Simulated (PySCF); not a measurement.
## The electron affinity along group 15

All values are computed (PySCF 2.14, energy differences of UHF-based or UKS calculations, no spin-orbit coupling). Values in eV. The last column holds reference values (measured affinities from photodetachment; the arrow runs from anion to atom). Unmarked ones compare directly (S terms, centres of terms, or small fine structure); those marked * lie between the lowest fine-structure levels and include a spin-orbit shift.

| element | configurations | UHF | MP2 (valence) | SCS-MP2 (valence) | CCSD (valence) | LDA | PBE0 | reference |
| --- | --- | --- | --- | --- | --- | --- | --- | --- |
| P (aug-cc-pV(T+d)Z, non-relativistic) | [Ne] 3s2 3p4 → [Ne] 3s2 3p3 | -0.322 | 0.467 | 0.538 | 0.546 | 1.036 | 0.786 | 0.747 * |
| As (aug-cc-pVTZ-PP with ECP10MDF, ECP) | [Ar] 3d10 4s2 4p4 → [Ar] 3d10 4s2 4p3 | -0.299 | 0.453 | 0.513 | 0.545 | 1.047 | 0.743 | 0.804 * |
| Sb (aug-cc-pVTZ-PP with ECP28MDF, ECP) | [Kr] 4d10 5s2 5p4 → [Kr] 4d10 5s2 5p3 | -0.061 | 0.598 | 0.652 | 0.704 | 1.166 | 0.880 | 1.047 * |
| Bi (aug-cc-pVTZ-PP with ECP60MDF, ECP) | [Xe] 4f14 5d10 6s2 6p4 → [Xe] 4f14 5d10 6s2 6p3 | -0.193 | 0.492 | 0.545 | 0.594 | 1.123 | 0.790 | 0.942 * |

The highest occupied level of the anion is positive for P⁻ at LDA, PBE0; As⁻ at LDA, PBE0; Sb⁻ at LDA, PBE0; Bi⁻ at LDA, PBE0, so there the basis helps to hold the electron.

For Bi a determinant mixes LS terms or the coupling is close to jj, so these rows are model values.

"Valence" correlates the outer s and p shells and, in groups 3 to 12 and the f block, the outer d or f shell, open or full, or the next shell where the ion has no valence electron left; the wider scheme adds the next inner shell.
